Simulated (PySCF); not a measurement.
Task: What does the PBE0-D3(BJ)/def2-SVP structure of `CS(C)=O` look like in three dimensions?

Result: 
```xyz
10
C2H6OS angstrom
C     -0.1903    1.3521   -0.0908
S     -1.0035   -0.2665    0.0394
C      0.4801   -1.2673   -0.2618
O     -1.3403   -0.4492    1.4903
H     -0.9541    2.0978    0.1680
H      0.1758    1.5245   -1.1132
H      0.6271    1.3916    0.6439
H      1.2114   -1.0380    0.5273
H      0.1668   -2.3167   -0.1779
H      0.8889   -1.0752   -1.2643
```

Any rigid rotation of these coordinates is as good. Atoms count from 1 in this order. Of the pairs four or more bonds apart, H7···H8 is among the closest relative to their van der Waals radii: 2.50 Å, 104 % of the sum of Bondi's values. S2 (sulfinyl sulfur) is pyramidal (angles 106.2°, 106.1° and 96.5°, sum 308.7°, 0.72 Å off the plane of its three neighbours).

Bonds between heavy atoms (Å): C1–S2 1.816, S2–C3 1.815, S2=O4 1.501.

Level of theory: PySCF 2.14.0, PBE0-D3(BJ)/def2-SVP geometry optimisation, gas phase.

PBE0-D3(BJ)/def2-SVP frequencies: not computed here.
